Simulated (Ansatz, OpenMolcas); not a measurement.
# Worked example: vertical ionisation energy of AlNH3 (SMILES [NH2][AlH])

AlNH3 has 5 atoms, charge 0, and is taken as a doublet. SMILES: `[NH2][AlH]`. The coordinates come from a PBE0-D4/def2-TZVP relaxation. This is one conformer, not always the lowest.

Both states at this one shape; open shells run unrestricted unless said. 1 Eh = 27.2114 eV.

```tsv
level	program	doublet AlNH3 (Eh)	singlet [AlNH3]+ (Eh)
UHF/3-21G	OpenMolcas	-296.472434	-296.200607
UHF/cc-pVTZ	OpenMolcas	-298.143715	-297.865030
U-revPBE/STO-3G	Ansatz	-295.185333	-295.028049
```

Question: Work out the vertical ionisation energy at each level.

Answer: 
1. UHF/3-21G: -296.200607 − (-296.472434) = 0.271827 Eh = 7.40 eV.
2. UHF/cc-pVTZ: -297.865030 − (-298.143715) = 0.278685 Eh = 7.58 eV.
3. U-revPBE/STO-3G: -295.028049 − (-295.185333) = 0.157284 Eh = 4.28 eV.

No measured value is set beside it here; the levels span 4.28 to 7.58 eV. Hartree–Fock favours the state with fewer electron pairs, since it lacks pair correlation. Minimal sets are far from the basis-set limit.
